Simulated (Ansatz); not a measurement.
A made-up structure of C$_{2}$H$_{2}$Al, doublet:

```csv
atom,x (Å),y (Å),z (Å)
C1,-1.0489,0.1748,1.2233
C2,0.4587,-0.5497,0.9622
Al3,-0.2720,0.3239,-0.5699
H4,-1.2012,-0.5129,-1.5319
H5,0.0877,1.8424,-0.8025
```

It is relaxed with PBE-D4/def2-SVP and then PBE0-D4/def2-TZVP (Ansatz 0.2.0). Atoms count as bonded within 1.22 times the sum of their covalent radii (H–H: 0.88 Å). The end point is not checked to be a true minimum.

**Question.** Does its bonding change? (Judge from chemistry; the calculation decides.)

**Answer.** By the calculation: No: no bond forms or breaks.

Where it ends: The first stage lowers the energy by 3.32 eV in 6 steps. It ends as C₂H₂Al ([C]1[C][AlH2]1):
```json
{"atom": "C1", "x (Å)": "-0.8302", "y (Å)": "0.0060", "z (Å)": "1.4015"}
{"atom": "C2", "x (Å)": "0.2796", "y (Å)": "-0.5036", "z (Å)": "1.1177"}
{"atom": "Al3", "x (Å)": "-0.4339", "y (Å)": "0.4226", "z (Å)": "-0.6095"}
{"atom": "H4", "x (Å)": "-1.1379", "y (Å)": "-0.4966", "z (Å)": "-1.6812"}
{"atom": "H5", "x (Å)": "0.1466", "y (Å)": "1.8501", "z (Å)": "-0.9473"}
```

Labels in which every atom is bracketed show which atoms are joined, not bond orders.

For scale, one of the runs: PBE0-D4/def2-TZVP relaxation, 111 basis functions, launched by `ansatz run in.yaml --threads 2 --pin off --events-out ev --progress --plain --max-ram 4352MiB`. Hardware: 2 CPU threads of an Arm Neoverse V2, shared host. Wall time about 13 s.
